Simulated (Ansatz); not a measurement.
# PBE0/STO-3G run of BH3Cl− (SMILES [H][B-]([H])([H])Cl)

Aim: the vertical singlet–triplet gap of BH3Cl− at PBE0/STO-3G, from 2 runs. 

The results are computed with Ansatz 0.2.0.

6 further runs of the same task are left out: 6 that didn't finish.

## Step 1: Starting point

BH3Cl− has 5 atoms, charge -1, and is taken as a singlet. As SMILES, `[H][B-]([H])([H])Cl`. Geometry: relaxed at GFN2-xTB.

Bond lengths: B1–Cl2 1.875 Å, B1–H3 1.207 Å, B1–H4 1.208 Å, B1–H5 1.207 Å. Angles: Cl2–B1–H3 106.7°, Cl2–B1–H4 106.7°, Cl2–B1–H5 106.7°, H3–B1–H4 112.1°, H3–B1–H5 112.2°, H4–B1–H5 112.1°.

## Step 2: A single-point energy at PBE0/STO-3G

Contents of molecule.yaml:

```yaml
crystal:
  periodic: [false, false, false]
  atoms:
    - symbol: B
      position_ang: [-0.001280, 0.001630, -0.167010]
    - symbol: Cl
      position_ang: [0.013600, -0.021140, 1.707330]
    - symbol: H
      position_ang: [1.152300, 0.011380, -0.522240]
    - symbol: H
      position_ang: [-0.586640, 1.005700, -0.497000]
    - symbol: H
      position_ang: [-0.577980, -0.997580, -0.521080]
basis:
  gaussian: {orbitals: STO-3G}
total_charge: -1
hamiltonian: {xc: {name: PBE0}}
accuracy: high
```

On the command line:

```console
ansatz run molecule.yaml --threads 1 --pin off --max-ram 2610MiB --events-out events.jsonl --progress --plain --runs-dir runs
```

Output:

```text
Warning: RAYON_NUM_THREADS=1 ignored (pool sized by the plan → 1); use --threads N
Functional definition: PBE0
  name "PBE0"
  parameter a = 0.25
  parameter kappa = 0.804
  parameter beta = 0.06672455060314922
  exchange = (1 - a)*pbe_x(kappa = kappa, mu = beta*pi^2/3) + a*exact_x
  correlation = pbe_c(beta = beta)
282 factors; integrals over basis functions are off by at most 2.4e-8 eV
mean field evaluation 1: about -13097.5585 eV, gradient 1.1e1 eV
mean field evaluation 2: about -13097.8516 eV, gradient 7.1e0 eV
mean field evaluation 4: about -13098.0131 eV, gradient 3.0e-1 eV
mean field evaluation 8: about -13097.9932 eV, gradient 7.7e-4 eV
mean field -13097.99315390 eV, -481.3423702673 hartree, gradient 9.6e-9 eV, S^2 0.000000; 0 other end points of the search recorded, 0 dependent functions left out
reference -13097.99315510 eV, -481.3423703113 hartree; 13, 13 occupied and 4, 4 virtual orbitals, 282 factors
Total energy: -13097.99315510 eV, -481.3423703113 hartree
```

Run time: 1.3 s. Hardware: 1 thread of Intel Xeon Platinum 8259CL at 2.50GHz (Skylake/Cascade Lake), shared host; peak memory 0.11 GiB.

## Step 3: The triplet, same level

molecule.yaml: that of step 2 with these lines changed.

```diff
@@ -14,5 +14,10 @@
 basis:
-  gaussian: {orbitals: STO-3G}
+  gaussian:
+    orbitals: STO-3G
 total_charge: -1
-hamiltonian: {xc: {name: PBE0}}
+magnetization:
+  spin_polarized: true
+  initial_magnetization: 2
+hamiltonian:
+  xc: {name: PBE0}
 accuracy: high
```

On the command line:

```console
ansatz run molecule.yaml --threads 1 --pin off --max-ram 2610MiB --events-out events.jsonl --progress --plain --runs-dir runs
```

Output:

```text
Warning: RAYON_NUM_THREADS=1 ignored (pool sized by the plan → 1); use --threads N
[... 7 set-up lines as earlier in the session ...]
282 factors; integrals over basis functions are off by at most 2.4e-8 eV
mean field evaluation 1: about -13085.3947 eV, gradient 8.0e0 eV
mean field evaluation 2: about -13085.4650 eV, gradient 6.7e0 eV
mean field evaluation 4: about -13086.3426 eV, gradient 2.2e-1 eV
mean field evaluation 8: about -13086.3365 eV, gradient 6.0e-2 eV
mean field evaluation 16: about -13086.3429 eV, gradient 5.4e-3 eV
mean field evaluation 32: about -13086.3441 eV, gradient 3.7e-3 eV
mean field -13086.34411648 eV, -480.9142760378 hartree, gradient 1.7e-8 eV, S^2 2.000915; 8 other end points of the search recorded, 0 dependent functions left out
reference -13086.34411768 eV, -480.9142760821 hartree; 14, 12 occupied and 3, 5 virtual orbitals, 282 factors
Total energy: -13086.34411768 eV, -480.9142760821 hartree
```

Wall time 12 s (1 thread of Intel Xeon Platinum 8259CL at 2.50GHz (Skylake/Cascade Lake), shared host); peak memory 0.14 GiB.

## Step 4: Results

Level: PBE0/STO-3G.

| quantity | value |
| --- | --- |
| singlet: total energy | -481.34237 Eh |
| triplet: total energy | -480.91428 Eh |
| triplet: ⟨S²⟩ | 2.001 |
| vertical energy of the triplet above the singlet | 11.649 eV |

**Reading.** At this shape the triplet lies 11.65 eV (1124 kJ/mol) above the singlet. For an anion a state so high probably lies above electron detachment. In a minimal basis such a difference can be off by several eV, whatever the method.
